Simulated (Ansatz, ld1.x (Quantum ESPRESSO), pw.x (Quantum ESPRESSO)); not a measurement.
## Zr: one change to the RRKJ potential, in the atom and in the sc crystal

* Element: Zr (Z = 40)
* Generator: ld1.x (Quantum ESPRESSO) 7.5
* Type: norm-conserving RRKJ (Kleinman–Bylander form)
* Functional: LDA (PW92)
* Relativity: scalar-relativistic
* Frozen core: [Kr]
* Valence charge: 4
* Reference configuration: 4d2 5s2 5p0
* Partial waves: 5s (bound): rc 3.25 bohr; 5p (bound, empty): rc 3.35 bohr; 4d (bound): rc 2.05 bohr
* Local potential: all-electron potential smoothed inside 2.75 bohr (lloc = -1)
* Core correction: none
* rho0: 0.01

Change: core correction a·sin(br)/r model core inside 2.52 bohr.

Cutoffs, loose and tight: the cutoffs (Ry, on a coarse ladder) from which the occupation-weighted sum of valence levels, in a spherical-Bessel basis at the reference potential, stays within 10 and 1 mRy of its value at 400 Ry. They do not see the model core or the augmentation charge, which bear on the density cutoff. Test errors are all-electron minus pseudo excitation energies from the reference, over the configurations 4d2 5s1 5p0; 4d2 5s0 5p0; 4d1 5s0 5p0; 4d1 5s2 5p0; 4d2.5 5s1.5 5p0; 4d3 5s1 5p0; 4d2 5s0 5p2 (two spin-polarised tests are not counted in the largest error); variants that change the core or the reference have their own tests.

Crystal test: sc Zr in pw.x 7.5, no spin, 12³ k-points, Fermi–Dirac smearing 0.01 Ry, cutoffs set for each file from its atomic test. The reference is all-electron LAPW (Ansatz 0.2.0) with the same functional, mesh and smearing; V0 and B0 come from Birch–Murnaghan fits to the pressures at five volumes. Errors are pseudo minus all-electron; Δ is the rms difference of the E(V) curves that follow from these fits, minima aligned, over ±6 % about the mean V0. Mesh and smearing are coarse, so the numbers serve the comparison and aren't converged zero-temperature values; the lattice is a test structure that the element need not adopt.

All-electron: a0 = 2.838 Å (V0 = 22.86 Å³/atom), B0 = 76.9 GPa.

**Question.** Does the change bring the crystal closer to the all-electron result?

**Answer.** The mean pressure error goes from -7.60 to -3.56 GPa, so the change moves the solid closer to the all-electron pressures. Neither pressure curve crosses zero within the volumes sampled, so no fits are given.

```tsv
quantity	base	changed
outcome (atom)	generated	generated
cutoff, loose (atom)	25 Ry	25 Ry
cutoff, tight (atom)	30 Ry	30 Ry
bound ghosts (atom)	s	s
largest test error (meV) (atom)	+293 over the solved tests; 1 of 9 tests not solved or not reliable	-150 over the solved tests; 1 of 9 tests not solved or not reliable
cutoffs in pw.x (Ry)	40/160	50/200
mean pressure error (GPa)	-7.60	-3.56
```

Base: The largest radius (3.35 bohr) exceeds half the bond length (2.69 bohr), so the spheres overlap, which is one possible source of error among others. This is a poor potential for the solid. Note: ghost state, extra bound levels that the all-electron valence spectrum of the same l lacks: s at -2.09 eV. A true bound ghost makes a file unfit for plane-wave use. Atomic configuration tests: 1 of 9 tests not solved or not reliable. The logarithmic derivative shows an extra or strongly shifted pseudo pole above the reference energy (s near -0.15 Ry). Changed file: The largest radius (3.35 bohr) exceeds half the bond length (2.69 bohr), so the spheres overlap, which is one possible source of error among others. This is a poor potential for the solid. Note: ghost state, extra bound levels that the all-electron valence spectrum of the same l lacks: s at -2.09 eV. A true bound ghost makes a file unfit for plane-wave use. Atomic configuration tests: 1 of 9 tests not solved or not reliable. The logarithmic derivative shows an extra or strongly shifted pseudo pole above the reference energy (s near -0.15 Ry). The atomic cutoffs weigh occupied waves only.
